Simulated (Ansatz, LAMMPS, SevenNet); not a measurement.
## How well does each level of theory give the bulk modulus of zinc-blende ZnSe?

Reference value: 62.4 GPa (measured, temperature not stated, not corrected to a static lattice, our sources range from 62.4 to 69.3; as tabulated in Toher et al. (2017), arXiv:1611.05714).

```csv
level (code),value (GPa),cell (Å³/atom),difference (%)
"ionic model grunwald2012 (rigid ions, LAMMPS)",65.0,25.07,+4.2
SevenNet-l3i5,58.0,23.64,-7.1
PBE (Ansatz),56.7,23.55,-9.1
PBE-D3(BJ) (Ansatz),63.3,22.60,+1.4
r²SCAN-D4 (Ansatz),67.2,22.47,+7.7
```

The reference's temperature isn't stated, so close values are not ranked against it.

The measured value isn't corrected to a static lattice, so vibrations enter the comparison. A static lattice is as a rule stiffer than a warm one, by over a tenth in soft solids.  Each level is taken at its own relaxed cell. Cutoffs differ between the levels. Ansatz's density-functional and Hartree–Fock values are scalar-relativistic unless marked +SOC, with PAW data made under PBE.

Empirical potentials (ionic model grunwald2012) are fitted to chosen data: where that held the value shown, agreement is built in, and what lay outside the fit can be far off. Machine-learned potentials (SevenNet-l3i5) are trained on DFT data: a solid inside that data is no test of them.

Differences are worked out from the printed values.

Ansatz is a first-principles code.
